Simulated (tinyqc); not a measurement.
Inside a calculation (part 2 of 2). Method: CCSD on RHF in the sto-3g basis, for H3O+, spin multiplicity 1. Computed by tinyqc, a small Python program that keeps every step (integrals from PySCF). Command: `OMP_NUM_THREADS=1 python tinyqc.py 30699 30700 out.jsonl` (the two numbers bound the seeds that draw the settings). One thread of a shared host (Intel(R) Xeon(R) Processor @ 2.60GHz), about 0.3 s of CPU time with the checks.

Geometry (angstrom):
```
atom        x        y       z
O      0.0000   0.0000  0.2300
H      1.0800   0.0000  0.0000
H     -0.5400   0.9350  0.0000
H     -0.5400  -0.9350  0.0000
```

## Integrals over molecular orbitals

coefficients C:
```
            MO1      MO2      MO3      MO4      MO5      MO6      MO7      MO8
1O 1s    0.9943  -0.2415   0.0000   0.0000  -0.0415  -0.1486  -0.0001   0.0000
1O 2s    0.0253   0.8941   0.0000   0.0002   0.2047   0.8880   0.0008   0.0000
1O 2px   0.0000  -0.0001   0.0000   0.6970  -0.0001   0.0005  -0.8683   0.0000
1O 2py   0.0000   0.0000   0.6970   0.0000   0.0000   0.0000   0.0000   0.8683
1O 2pz  -0.0016  -0.0644   0.0000   0.0001   0.9692  -0.2730  -0.0002   0.0000
2H 1s   -0.0042   0.0994   0.0000   0.4184  -0.0804  -0.6220   0.8905   0.0000
3H 1s   -0.0042   0.0995   0.3623  -0.2092  -0.0804  -0.6211  -0.4459  -0.7717
4H 1s   -0.0042   0.0995  -0.3623  -0.2092  -0.0804  -0.6211  -0.4459   0.7717
```

core Hamiltonian H = T + V (hartree):
```
           1O 1s    1O 2s   1O 2px   1O 2py   1O 2pz    2H 1s    3H 1s    4H 1s
1O 1s   -33.0532  -7.6915   0.0000   0.0000   0.0073  -1.2454  -1.2462  -1.2462
1O 2s    -7.6915  -9.6745   0.0001   0.0000   0.0892  -3.0257  -3.0271  -3.0271
1O 2px    0.0000   0.0001  -7.9190   0.0000   0.0000  -2.1837   1.0925   1.0925
1O 2py    0.0000   0.0000   0.0000  -7.9190   0.0000   0.0000  -1.8917   1.8917
1O 2pz    0.0073   0.0892   0.0000   0.0000  -7.8027   0.4867   0.4870   0.4870
2H 1s    -1.2454  -3.0257  -2.1837   0.0000   0.4867  -4.7877  -0.9352  -0.9352
3H 1s    -1.2462  -3.0271   1.0925  -1.8917   0.4870  -0.9352  -4.7886  -0.9359
4H 1s    -1.2462  -3.0271   1.0925   1.8917   0.4870  -0.9352  -0.9359  -4.7886
```

Given earlier and not repeated: Two-electron integrals (ij|kl) in chemists' order.

(pq|rs) = sum C_ip C_jq C_kr C_ls (ij|kl), one index at a time.

one-electron integrals over orbitals h = C^T H C (hartree):
```
          1        2        3        4        5        6        7        8
1  -33.0361   0.5707   0.0000   0.0001   0.0900   0.3346   0.0003   0.0000
2    0.5707  -8.0335   0.0000  -0.0001  -0.1560  -1.3686  -0.0012   0.0000
3    0.0000   0.0000  -6.7701   0.0000   0.0000   0.0000   0.0000  -1.7939
4    0.0001  -0.0001   0.0000  -6.7699  -0.0001  -0.0014   1.7940   0.0000
5    0.0900  -0.1560   0.0000  -0.0001  -7.7097   0.5067   0.0001   0.0000
6    0.3346  -1.3686   0.0000  -0.0014   0.5067  -4.8405   0.0002   0.0000
7    0.0003  -0.0012   0.0000   1.7940   0.0001   0.0002  -5.4889   0.0000
8    0.0000   0.0000  -1.7939   0.0000   0.0000   0.0000   0.0000  -5.4890
```

Two-electron integrals over orbitals (pq|rs), unique and non-zero (hartree):
```
(11|11) 4.7455      (21|11) -0.4318     (21|21) 0.0621      (22|11) 1.0269
(22|21) -0.0159     (22|22) 0.7220      (31|31) 0.0136      (32|31) 0.0205
(32|32) 0.1333      (33|11) 0.8398      (33|21) -0.0064     (33|22) 0.6418
(33|33) 0.6387      (41|11) -6.86e-05   (41|21) 8.23e-06    (41|22) -7.80e-06
(41|33) -0.0022     (41|41) 0.0136      (42|11) 3.43e-05    (42|21) -4.31e-06
(42|22) -2.25e-05   (42|33) -0.0334     (42|41) 0.0205      (42|42) 0.1333
(43|31) -0.0022     (43|32) -0.0334     (43|43) 0.0409      (44|11) 0.8398
(44|21) -0.0064     (44|22) 0.6418      (44|33) 0.5569      (44|41) 0.0022
(44|42) 0.0334      (44|44) 0.6386      (51|11) -0.0732     (51|21) 0.0088
(51|22) -0.0078     (51|33) -0.0024     (51|41) 2.16e-06    (51|42) 4.85e-08
(51|44) -0.0024     (51|51) 0.0263      (52|11) 0.0460      (52|21) -0.0044
(52|22) -0.0055     (52|33) 0.0047      (52|41) -5.34e-08   (52|42) 1.11e-06
(52|44) 0.0047      (52|51) 0.0313      (52|52) 0.1468      (53|31) 0.0022
(53|32) 0.0006      (53|43) 0.0050      (53|53) 0.0332      (54|11) 2.93e-05
(54|21) -1.32e-06   (54|22) 1.02e-05    (54|33) 0.0050      (54|41) 0.0022
(54|42) 0.0006      (54|44) -0.0049     (54|51) 4.97e-06    (54|52) 1.97e-05
(54|54) 0.0332      (55|11) 1.0970      (55|21) -0.0126     (55|22) 0.7439
(55|33) 0.6377      (55|41) -1.62e-06   (55|42) 1.92e-05    (55|44) 0.6377
(55|51) 0.0082      (55|52) 0.0605      (55|54) 2.40e-05    (55|55) 0.8671
(61|11) -0.2647     (61|21) 0.0387      (61|22) -0.0089     (61|33) -0.0038
(61|41) 1.43e-05    (61|42) 1.09e-05    (61|44) -0.0038     (61|51) 4.99e-05
(61|52) -0.0094     (61|54) -3.86e-07   (61|55) -0.0097     (61|61) 0.0254
(62|11) 0.3130      (62|21) -0.0096     (62|22) 0.1367      (62|33) 0.0915
(62|41) 6.74e-06    (62|42) 4.49e-05    (62|44) 0.0915      (62|51) -0.0093
(62|52) -0.0189     (62|54) 8.98e-06    (62|55) 0.1515      (62|61) -0.0042
(62|62) 0.0720      (63|31) 0.0059      (63|32) -0.0138     (63|43) 0.0279
(63|53) 0.0065      (63|63) 0.0575      (64|11) 2.76e-04    (64|21) -6.15e-06
(64|22) 1.37e-04    (64|33) 0.0280      (64|41) 0.0059      (64|42) -0.0138
(64|44) -0.0278     (64|51) -7.04e-07   (64|52) 1.64e-05    (64|54) 0.0065
(64|55) 1.48e-04    (64|61) 5.85e-08    (64|62) 7.71e-05    (64|64) 0.0576
(65|11) -0.1029     (65|21) 8.09e-05    (65|22) -0.0592     (65|33) -0.0336
(65|41) 2.83e-06    (65|42) 1.66e-05    (65|44) -0.0335     (65|51) 0.0154
(65|52) 0.0519      (65|54) 1.80e-05    (65|55) -0.0540     (65|61) -0.0033
(65|62) -0.0381     (65|64) -3.62e-05   (65|65) 0.0375      (66|11) 0.6123
(66|21) -0.0064     (66|22) 0.4946      (66|33) 0.4780      (66|41) 1.21e-05
(66|42) 1.19e-04    (66|44) 0.4781      (66|51) -0.0107     (66|52) -0.0382
(66|54) -2.27e-05   (66|55) 0.4806      (66|61) -0.0018     (66|62) 0.0410
(66|64) -5.60e-05   (66|65) -0.0264     (66|66) 0.4517      (71|11) -2.12e-04
(71|21) 3.27e-05    (71|22) -1.93e-06   (71|33) 0.0022      (71|41) -0.0152
(71|42) -0.0219     (71|44) -0.0022     (71|51) 1.92e-06    (71|52) -4.72e-06
(71|54) -0.0024     (71|55) -6.82e-06   (71|61) 1.05e-05    (71|62) -1.30e-05
(71|64) -0.0063     (71|65) -4.12e-06   (71|66) -1.69e-05   (71|71) 0.0171
(72|11) 2.77e-04    (72|21) -6.79e-06   (72|22) 1.30e-04    (72|33) -0.0089
(72|41) -0.0152     (72|42) -0.0555     (72|44) 0.0090      (72|51) -5.17e-06
(72|52) -2.91e-06   (72|54) -0.0114     (72|55) 1.35e-04    (72|61) -1.34e-05
(72|62) 2.87e-05    (72|64) -0.0347     (72|65) -3.00e-05   (72|66) 3.33e-05
(72|71) 0.0163      (72|72) 0.0555      (73|31) -0.0024     (73|32) -0.0352
(73|43) 0.0056      (73|53) 0.0054      (73|63) 0.0282      (73|73) 0.0333
(74|11) -0.3748     (74|21) 0.0071      (74|22) -0.1749     (74|33) -0.1326
(74|41) 0.0024      (74|42) 0.0352      (74|44) -0.1215     (74|51) -2.24e-04
(74|52) -0.0247     (74|54) -0.0054     (74|55) -0.1974     (74|61) 0.0046
(74|62) -0.0824     (74|64) -0.0282     (74|65) 0.0278      (74|66) -0.0346
(74|71) -0.0028     (74|72) 4.16e-04    (74|74) 0.1516      (75|11) -3.05e-05
(75|21) -3.69e-07   (75|22) -1.52e-05   (75|33) 0.0090      (75|41) -0.0038
(75|42) -0.0249     (75|44) -0.0091     (75|51) 1.25e-05    (75|52) 4.70e-05
(75|54) -0.0218     (75|55) -8.78e-06   (75|61) -5.54e-06   (75|62) -2.41e-05
(75|64) 0.0129      (75|65) 7.52e-06    (75|66) -4.58e-05   (75|71) 0.0042
(75|72) 0.0074      (75|74) -0.0099     (75|75) 0.0258      (76|11) -4.07e-05
(76|21) 6.51e-07    (76|22) 4.93e-06    (76|33) 0.0446      (76|41) -0.0116
(76|42) -0.0947     (76|44) -0.0447     (76|51) -5.76e-06   (76|52) -2.12e-05
(76|54) 0.0131      (76|55) -2.57e-05   (76|61) -6.35e-06   (76|62) -1.38e-05
(76|64) 0.0568      (76|65) -2.98e-05   (76|66) -1.72e-04   (76|71) 0.0127
(76|72) 0.0064      (76|74) -0.0503     (76|75) 0.0221      (76|76) 0.1227
(77|11) 0.7684      (77|21) -0.0077     (77|22) 0.5668      (77|33) 0.5025
(77|41) 0.0005      (77|42) 0.0297      (77|44) 0.5776      (77|51) -0.0016
(77|52) 0.0038      (77|54) -0.0085     (77|55) 0.5656      (77|61) -0.0045
(77|62) 0.0660      (77|64) -0.0438     (77|65) -0.0210     (77|66) 0.4655
(77|71) -0.0006     (77|72) 0.0187      (77|74) -0.0689     (77|75) -0.0110
(77|76) -0.0618     (77|77) 0.5617      (81|31) 0.0152      (81|32) 0.0219
(81|43) -0.0022     (81|53) 0.0024      (81|63) 0.0063      (81|73) -0.0028
(81|81) 0.0171      (82|31) 0.0152      (82|32) 0.0555      (82|43) 0.0090
(82|53) 0.0114      (82|63) 0.0348      (82|73) 0.0005      (82|81) 0.0163
(82|82) 0.0555      (83|11) 0.3748      (83|21) -0.0071     (83|22) 0.1749
(83|33) 0.1215      (83|41) 0.0024      (83|42) 0.0352      (83|44) 0.1326
(83|51) 2.24e-04    (83|52) 0.0247      (83|54) -0.0054     (83|55) 0.1974
(83|61) -0.0046     (83|62) 0.0824      (83|64) -0.0281     (83|65) -0.0278
(83|66) 0.0347      (83|71) -0.0028     (83|72) 0.0006      (83|74) -0.0867
(83|75) -0.0099     (83|76) -0.0503     (83|77) 0.1040      (83|83) 0.1516
(84|31) 0.0024      (84|32) 0.0352      (84|43) -0.0056     (84|53) -0.0054
(84|63) -0.0281     (84|73) -0.0317     (84|81) 0.0028      (84|82) -0.0005
(84|84) 0.0332      (85|31) 0.0038      (85|32) 0.0249      (85|43) -0.0090
(85|53) 0.0218      (85|63) -0.0129     (85|73) -0.0099     (85|81) 0.0042
(85|82) 0.0074      (85|84) 0.0099      (85|85) 0.0258      (86|31) 0.0116
(86|32) 0.0946      (86|43) -0.0446     (86|53) -0.0131     (86|63) -0.0567
(86|73) -0.0503     (86|81) 0.0127      (86|82) 0.0064      (86|84) 0.0503
(86|85) 0.0221      (86|86) 0.1225      (87|31) 0.0006      (87|32) 0.0299
(87|43) -0.0377     (87|53) -0.0086     (87|63) -0.0439     (87|73) -0.0177
(87|81) 0.0006      (87|82) -0.0186     (87|84) 0.0177      (87|85) 0.0110
(87|86) 0.0619      (87|87) 0.0487      (88|11) 0.7684      (88|21) -0.0077
(88|22) 0.5669      (88|33) 0.5777      (88|41) -0.0006     (88|42) -0.0298
(88|44) 0.5024      (88|51) -0.0016     (88|52) 0.0038      (88|54) 0.0086
(88|55) 0.5656      (88|61) -0.0045     (88|62) 0.0660      (88|64) 0.0440
(88|65) -0.0210     (88|66) 0.4653      (88|71) 0.0006      (88|72) -0.0186
(88|74) -0.1041     (88|75) 0.0110      (88|76) 0.0619      (88|77) 0.4646
(88|83) 0.0687      (88|88) 0.5619
```

## CCSD: starting amplitudes

orbital energies (hartree): MO1 -20.7991, MO2 -1.6784, MO3 -0.9999, MO4 -0.9999, MO5 -0.8495, MO6 -0.0032, MO7 0.1896, MO8 0.1897

t_ij^ab = <ij||ab> / (e_i + e_j - e_a - e_b), whose energy is MP2.

Starting amplitudes (spin orbitals 1a, 1b, ...; amplitudes related by a flip of all spins are not repeated; the 24 largest):
```
from      to        t
3a 3b  8a 8b  -0.0637
4a 4b  7a 7b  -0.0637
3a 4b  7b 8a  -0.0364
4a 4b  6a 6b  -0.0289
3a 3b  6a 6b  -0.0288
2a 4b  6a 7b   0.0288
2a 3b  6a 8b  -0.0288
3a 4a  7a 8a  -0.0231
5a 5b  6a 6b  -0.0221
2a 2b  6a 6b  -0.0215
2a 4a  6a 7a   0.0166
2a 3a  6a 8a  -0.0166
2a 5b  6a 6b   0.0151
2a 2b  7a 7b  -0.0149
2a 2b  8a 8b  -0.0149
3a 3b  7a 7b  -0.0140
4a 4b  8a 8b  -0.0140
4a 5b  6b 7a   0.0137
3a 5b  6b 8a  -0.0136
3a 4b  7a 8b   0.0133
4a 4b  6a 7b   0.0129
3a 3b  6a 7b  -0.0129
3a 4b  6a 8b   0.0129
3a 4b  6b 8a  -0.0129
```

correlation energy = -0.059161 hartree

## CCSD: amplitude update 1

t_i^a D_i^a and t_ij^ab D_ij^ab are set to the remaining terms of the spin-orbital equations, evaluated with the old amplitudes; for the doubles these are <ij||ab> + 1/2 <ab||ef> t_ij^ef + 1/2 <mn||ij> t_mn^ab + P(ij)P(ab) <mb||ej> t_im^ae + terms in t^2 + terms with t1, D the orbital-energy denominators.

Amplitudes after update 1 (spin orbitals 1a, 1b, ...; amplitudes related by a flip of all spins are not repeated; the 24 largest):
```
from      to        t
3a 3b  8a 8b  -0.0789
4a 4b  7a 7b  -0.0789
3a 4b  7b 8a  -0.0419
4a 4b  6a 6b  -0.0374
3a 3b  6a 6b  -0.0373
2a 4b  6a 7b   0.0343
2a 3b  6a 8b  -0.0343
5a 5b  6a 6b  -0.0251
2a 2b  6a 6b  -0.0219
3a 4a  7a 8a  -0.0213
3a 4b  7a 8b   0.0205
2a 5b  6a 6b   0.0190
2a 3b  6b 8a   0.0183
2a 4b  6b 7a  -0.0183
4a 4b  6a 7b   0.0179
3a 3b  6a 7b  -0.0179
3a 4b  6a 8b   0.0178
3a 4b  6b 8a  -0.0178
3a 3b  7a 7b  -0.0165
4a 4b  8a 8b  -0.0165
2a 2b  7a 7b  -0.0162
2a 2b  8a 8b  -0.0162
4a 5b  6b 7a   0.0160
3a 5b  6b 8a  -0.0160
```

correlation energy = -0.070817 hartree

## CCSD: convergence

E_corr = 1/4 sum <ij||ab> t_ij^ab + 1/2 sum <ij||ab> t_i^a t_j^b; stop when the norm of the change is below 1e-8.

Course of the amplitude iterations:
```
update  correlation energy (hartree)  norm of the change
0                          -0.059161                   -
1                          -0.070817            7.95e-02
2                          -0.074696            3.19e-02
3                          -0.077187            1.42e-02
4                          -0.077206            3.01e-03
5                          -0.077233            7.66e-04
6                          -0.077234            1.61e-04
7                          -0.077232            5.78e-05
8                          -0.077232            4.81e-06
9                          -0.077232            1.14e-06
10                         -0.077232            3.53e-07
11                         -0.077232            1.15e-07
12                         -0.077232            4.06e-08
13                         -0.077232            1.24e-08
14                         -0.077232            2.95e-09
```

Converged amplitudes (spin orbitals 1a, 1b, ...; amplitudes related by a flip of all spins are not repeated; the 24 largest):
```
from      to        t
3a 3b  8a 8b  -0.0880
4a 4b  7a 7b  -0.0880
3a 4b  7b 8a  -0.0440
4a 4b  6a 6b  -0.0421
3a 3b  6a 6b  -0.0420
2a 4b  6a 7b   0.0366
2a 3b  6a 8b  -0.0366
5a 5b  6a 6b  -0.0288
3a 4b  7a 8b   0.0271
5a        6a   0.0256
2a 5b  6a 6b   0.0235
2a 2b  6a 6b  -0.0234
2a 4b  6b 7a  -0.0227
2a 3b  6b 8a   0.0227
4a 4b  6a 7b   0.0205
3a 3b  6a 7b  -0.0204
3a 4b  6a 8b   0.0204
3a 4b  6b 8a  -0.0204
4a 5b  6b 7a   0.0197
3a 5b  6b 8a  -0.0197
3a 3b  7a 7b  -0.0170
4a 4b  8a 8b  -0.0170
3a 4a  7a 8a  -0.0169
2a 2b  7a 7b  -0.0167
```

CCSD total energy = -75.371107 hartree

T1 diagnostic, norm of the one-spin t1 over sqrt(correlated electrons) = 0.0103

Converged in 14 updates, with DIIS from the third.
